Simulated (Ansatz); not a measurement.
**One shape, several levels: AlH5O (Al(H2O)H3)**

Wanted: a comparison of 6 runs (B2PLYP/STO-3G, UB3LYP/STO-3G, revPBE/STO-3G, MP2/STO-3G, CCSDT(Q)/STO-3G, CCSDTQ/STO-3G) of AlH5O (Al(H2O)H3). 

Program for the calculation: Ansatz 0.2.0.

53 further runs of the same task are left out: 1 that didn't finish, 52 set aside as unsound or not needed.

## Step 1: The structure to begin with

AlH5O: 7 atoms, total charge 0, spin state singlet. SMILES: `[H][Al]([H])([H])<-[OH2]`. The H5–Al1 distance was set to 3.931 Å, away from the relaxed value. At this shape a bond of the SMILES string is far longer than usual.

Bond lengths: Al1–O2 1.891 Å, O2–H3 0.965 Å, O2–H4 0.964 Å, Al1–H6 1.570 Å, Al1–H7 1.574 Å. Angles: Al1–O2–H3 124.8°, Al1–O2–H4 123.3°, O2–Al1–H6 100.8°, O2–Al1–H7 95.1°, H3–O2–H4 111.4°, H6–Al1–H7 117.8°.

## Step 2: The energy at B2PLYP/STO-3G (run 1)

File input.yaml:

```yaml
basis:
  gaussian: {orbitals: STO-3G}
crystal:
  periodic: [false, false, false]
  atoms:
    - {symbol: Al, position_ang: [-2.315351, -0.098110, -0.727417]}
    - {symbol: O, position_ang: [-2.378461, 0.003310, 1.159643]}
    - {symbol: H, position_ang: [-3.088221, -0.354270, 1.706413]}
    - {symbol: H, position_ang: [-1.765561, 0.533380, 1.681873]}
    - {symbol: H, position_ang: [1.607200, -0.040110, -0.978390]}
    - {symbol: H, position_ang: [-3.089261, 1.210980, -1.118947]}
    - {symbol: H, position_ang: [-3.091471, -1.463980, -0.819677]}
hamiltonian: {xc: {name: B2PLYP}}
correlation: {frozen_orbitals: {Al: 5, H: 0, O: 1}}
accuracy: high
```

Command:

```console
$ ansatz run input.yaml --threads 1 --pin off --max-ram 2610MiB --events-out events.jsonl --progress --plain --runs-dir runs
```

Log:

```text
Warning: RAYON_NUM_THREADS=1 ignored (pool sized by the plan → 1); use --threads N
Functional definition: B2PLYP
  name "B2PLYP"
  parameter a = 0.53
  parameter c = 0.27
  exchange = (1 - a)*b88_x + a*exact_x
  correlation = (1 - c)*lyp_c + c*(mp2_os + mp2_ss)
329 factors; integrals over basis functions are off by at most 5.1e-9 eV
mean field evaluation 1: about -8596.1355 eV, gradient 1.6e1 eV
mean field evaluation 2: about -8596.1310 eV, gradient 1.6e1 eV
mean field evaluation 4: about -8597.0156 eV, gradient 9.1e0 eV
mean field evaluation 8: about -8600.3473 eV, gradient 1.7e0 eV
mean field evaluation 16: about -8600.3680 eV, gradient 4.3e-4 eV
mean field -8600.36795281 eV, -316.0576927271 hartree, gradient 9.8e-8 eV, S^2 0.000000; 0 other end points of the search recorded, 0 dependent functions left out; unrestricted orbitals would lower it
6 core orbitals not correlated: weight in the atoms' cores, before any rotation towards them, 0.999 or more for the frozen orbitals, at most 0.000 for the correlated occupied ones
reference -8600.36797550 eV, -316.0576935609 hartree; 7, 7 occupied and 6, 6 virtual orbitals, 329 factors
second order -8.09466065 eV of doubles, -0.00000000 eV of singles
Total energy: -8602.55353388 eV, -316.1380113498 hartree
```

It took 1.5 s on 1 thread of Arm Neoverse V2, shared host; peak memory 0.1 GiB.

## Step 3: The energy at UB3LYP/STO-3G (run 2)

File job.yaml:

```yaml
crystal:
  periodic: [false, false, false]
  atoms:
    - symbol: Al
      position_ang: [-2.315351, -0.098110, -0.727417]
    - symbol: O
      position_ang: [-2.378461, 0.003310, 1.159643]
    - symbol: H
      position_ang: [-3.088221, -0.354270, 1.706413]
    - symbol: H
      position_ang: [-1.765561, 0.533380, 1.681873]
    - symbol: H
      position_ang: [1.607200, -0.040110, -0.978390]
    - symbol: H
      position_ang: [-3.089261, 1.210980, -1.118947]
    - symbol: H
      position_ang: [-3.091471, -1.463980, -0.819677]
basis:
  gaussian:
    orbitals: STO-3G
magnetization:
  spin_polarized: true
  initial_magnetization: 0
hamiltonian:
  xc: {name: B3LYP}
accuracy: high
```

Command:

```console
$ ansatz run job.yaml --threads 1 --pin off --max-ram 2610MiB --events-out events.jsonl --progress --plain --runs-dir runs
```

Log:

```text
Warning: RAYON_NUM_THREADS=1 ignored (pool sized by the plan → 1); use --threads N
Functional definition: B3LYP
  name "B3LYP"
  parameter a0 = 0.2
  parameter ax = 0.72
  parameter ac = 0.81
  exchange = (1 - a0 - ax)*slater_x + ax*b88_x + a0*exact_x
  correlation = (1 - ac)*vwn_rpa_c + ac*lyp_c
329 factors; integrals over basis functions are off by at most 5.1e-9 eV
mean field evaluation 1: about -8603.2631 eV, gradient 1.5e1 eV
mean field evaluation 2: about -8590.1140 eV, gradient 2.0e1 eV
mean field evaluation 4: about -8593.5717 eV, gradient 1.2e1 eV
mean field evaluation 8: about -8605.7604 eV, gradient 8.4e0 eV
mean field evaluation 16: about -8610.4394 eV, gradient 1.1e0 eV
mean field evaluation 32: about -8610.4686 eV, gradient 3.3e-3 eV
mean field -8610.46857963 eV, -316.4288839161 hartree, gradient 2.6e-8 eV, S^2 0.879423; 2 other end points of the search recorded, 0 dependent functions left out
reference -8610.46861438 eV, -316.4288851933 hartree; 13, 13 occupied and 6, 6 virtual orbitals, 329 factors
Total energy: -8610.46861438 eV, -316.4288851933 hartree
```

Wall time 3.6 s (1 thread of Arm Neoverse V2, shared host); peak memory 0.14 GiB.

Runs 3 to 5 aren't shown in full; the table further down has their settings and results.

## Step 4: A single-point energy at CCSDTQ/STO-3G (run 6)

File job.yaml:

```yaml
crystal:
  periodic: [false, false, false]
  atoms:
    - {symbol: Al, position_ang: [-2.315351, -0.098110, -0.727417]}
    - {symbol: O, position_ang: [-2.378461, 0.003310, 1.159643]}
    - {symbol: H, position_ang: [-3.088221, -0.354270, 1.706413]}
    - {symbol: H, position_ang: [-1.765561, 0.533380, 1.681873]}
    - {symbol: H, position_ang: [1.607200, -0.040110, -0.978390]}
    - {symbol: H, position_ang: [-3.089261, 1.210980, -1.118947]}
    - {symbol: H, position_ang: [-3.091471, -1.463980, -0.819677]}
basis:
  gaussian: {orbitals: STO-3G}
correlation: {method: ccsdtq, frozen_orbitals: {Al: 5, H: 0, O: 1}}
magnetization: {spin_polarized: false}
accuracy: high
scf: {omitted_lower_state_checks: [cluster_reference, increment]}
```

Command:

```console
$ ansatz run job.yaml --threads 1 --pin off --max-ram 2610MiB --events-out events.jsonl --progress --plain --runs-dir runs
```

Log:

```text
Warning: RAYON_NUM_THREADS=1 ignored (pool sized by the plan → 1); use --threads N
[... 12 lines left out ...]
6 core orbitals not correlated: weight in the atoms' cores, before any rotation towards them, 0.999 or more for the frozen orbitals, at most 0.000 for the correlated occupied ones
[... 35 lines left out ...]
WARN: these amplitudes may be one of several solutions (largest doubles amplitude 1.14, level shift 9.72 eV)
Total energy: -8588.72341921 eV, -315.6297640101 hartree
Checks for a lower state left out: cluster_reference, increment
```

Run time: 5.4 s. Hardware: 1 thread of Arm Neoverse V2, shared host; peak memory 0.11 GiB.

## Step 5: All runs side by side

| run | level | frozen core orbitals | energy (Eh) | wall time |
| --- | --- | --- | --- | --- |
| 1 | B2PLYP/STO-3G | 6 | -316.138011 | 1.5 s |
| 2 | UB3LYP/STO-3G | – | -316.428885 | 3.6 s |
| 3 | revPBE/STO-3G | – | -316.315136 | 1.2 s |
| 4 | MP2/STO-3G | 6 | -315.541828 | 0.1 s |
| 5 | CCSDT(Q)/STO-3G | 6 | -315.629055 | 0.32 s |
| 6 | CCSDTQ/STO-3G | 6 | -315.629764 | 5.4 s |

## Step 6: Summary of results

```
                                          quantity          value
                               run 6: total energy  -315.62976 Eh
run 6: correlation energy (6 core orbitals frozen)     -251.5 mEh
                              run 6: T1 diagnostic          0.135
```

In words: Totals of different functionals can't be ranked against each other. In runs 1, 4, 5, 6 the log says that unrestricted orbitals would lower the reference, so the values rest on an unstable closed-shell determinant (other closed-shell runs at this shape may share the fault). In runs 1, 2, 3, 4, 5, 6 the basis is minimal, so the values are rough. Spin contamination of the reference: run 2 ⟨S²⟩ = 0.88. Where it is this large, the reference is a mixture of spin states, and values that rest on it are in doubt. All runs together took 12 s, the longest 5.4 s.
